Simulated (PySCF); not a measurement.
**Relaxation of singlet S₄**

These are results of PySCF, PBE0, basis S def2-TZVP (no relativity, density fitting), not measurements. A (50,194) grid was used.

A start displaced from a saddle point along its imaginary mode, of Cs symmetry, held to at least that symmetry:

```xyz
4
charge 0 multiplicity 1, angstrom
S     0.0744    0.0001   -0.6979
S     1.8355   -0.0017    0.2063
S    -0.9536    1.4311    0.2461
S    -0.9563   -1.4294    0.2455
```

(1) What forces act on the atoms at the start (eV/Å)?

(2) What does it relax to?

(3) How much energy is released, and in how many steps?

Answers

(1) 
```
atom     Fx     Fy     Fz
  S1   0.65   0.00  -0.05
  S2   0.11   0.00  -0.20
  S3  -0.38  -0.68   0.13
  S4  -0.38   0.68   0.13
```

(2) It ends at Cs with S–S 1.895 Å, S–S 2.079 Å, S–S 2.131 Å (×2); S–S–S 58.4°, S–S–S 60.8° (×2), S–S–S 115.9° (×2). A frequency run shows a minimum. Other isomers or separated fragments may lie lower.

(3) 209.4 kJ/mol in 8 steps.

The relaxation took about 70 core-seconds on a shared host.
